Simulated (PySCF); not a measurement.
Sulfur: a sound run and one with changed settings

Sound run: S [Ne] 3s2 3p4, S+ [Ne] 3s2 3p3. Calculation: PySCF 2.14, in def2-TZVP (5s5p2d1f, 37 functions); the non-relativistic Hamiltonian (point nucleus). The sound run starts from symmetry-adapted Hartree-Fock orbitals and uses a fine grid where one is needed.

Changed run: 6 angular points. This setting is unsound on purpose.

```csv
species,method,sound run (hartree),changed run (hartree),converged
S,UHF,-397.50196,-397.50196,yes
S,PBE,-397.93833,-399.91304,yes
S,M06-L,-398.10428,-400.02209,no
S+,UHF,-397.16268,-397.16268,yes
S+,PBE,-397.55541,-398.94079,yes
S+,M06-L,-397.72827,-399.09503,yes
```

Ionisation energy of S:

| method | sound run (eV) | changed run (eV) |
| --- | --- | --- |
| UHF | 9.232 | 9.232 |

A coarse angular grid integrates products of high-l functions wrongly, so density functionals can shift, and the SCF can exploit the error; Hartree-Fock and MP2 need no grid.

For comparison, NIST gives 10.360 eV between the lowest levels.
